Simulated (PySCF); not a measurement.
# Calculated properties of `CP(C)(C)=C`

Compound: C4H11P.
Bonds: C1–P2 (double), P2–C3, P2–C4, P2–C5. Hydrogens: H6, H7 on C1; H8, H9, H10 on C3; H11, H12, H13 on C4; H14, H15, H16 on C5.

**PBE0-D3(BJ)/def2-SVP geometry optimisation, gas phase (PySCF)**

| Item | Value |
| --- | --- |
| Point group | Cs |
| Rotational constants A, B, C | 3.643, 3.535, 3.267 GHz |

CAM-B3LYP/def2-SVPD ground state, ΔSCF and vertical TDDFT (core frozen in the response) (PySCF):

| Property | Result |
| --- | --- |
| Dipole moment | 3.36 D |
| HOMO energy | -6.06 eV |
| LUMO energy | 1.03 eV |
| HOMO–LUMO gap | 7.09 eV |
| Lowest singlet excitation | 4.52 eV (275 nm, f = 0.050) |
| Strongest line among the 10 lowest singlet transitions | S7 at 6.32 eV (196 nm, f = 0.084) |
| Lowest triplet excitation (Tamm–Dancoff) | 4.35 eV |
| Static isotropic polarisability | 79.5 au |
| Vertical ionisation energy | 6.71 eV |
| Electronic spatial extent ⟨r²⟩ about the centre of nuclear charge | 599 bohr² |

PBE0/pcSseg-1 ground state and GIAO shieldings, non-relativistic (PySCF):

| Quantity | Value |
| --- | --- |
| Lowest Hirshfeld atomic charge | -0.35 e on C1 |
| Highest Hirshfeld atomic charge | +0.38 e on P2 |
| 13C chemical shifts (computed TMS as zero) by class | 21.0 (C3/C4/C5), -9.1 (C1) ppm |
| 1H chemical shifts (computed TMS as zero) by class | 1.19 (H8/H9/H10/H11/H12/H13/H14/H15/H16), -0.48 (H6/H7) ppm |
| Isotropic shieldings of nuclei other than C and H, by class | 348 (P2) ppm |
| Mayer bond orders between heavy atoms | C1–P2 1.59, P2–C3 0.87, P2–C4 0.99, P2–C5 0.99 |

Monoisotopic mass from the formula: 90.0598 u.

The vertical singlet–triplet gap S1 − T1 is 0.17 eV (TDDFT singlet less Tamm–Dancoff triplet; S1: HOMO→LUMO, weight 0.89; T1: HOMO→LUMO, weight 0.81). S1 lies 2.57 eV below the HOMO–LUMO gap; its leading configuration is HOMO→LUMO, weight 0.89. The ΔSCF ionisation energy exceeds −ε(HOMO) by 0.65 eV with CAM-B3LYP. The rotational constants make it an asymmetric top with κ = (2B − A − C)/(A − C) = 0.4, nearer the oblate limit (+1). The principal polarisabilities are 75.4, 75.7 and 87.2 au; their mean is the isotropic value.

Geometry: PBE0-D3(BJ)/def2-SVP; no solvent or vibrations. NMR classes are plain means over equivalent atoms (diastereotopic ones count apart unless rotation or inversion swaps them), as if these changed places fast; in this geometry the members of some classes differ.

For the geometry optimisation (PBE0-D3(BJ)/def2-SVP), hardware: one thread of an Arm Neoverse V2, no GPU, shared host with 96 logical CPUs at a one-minute load of 19. Cost: 37 s of wall time, 0.55 GiB resident at most.
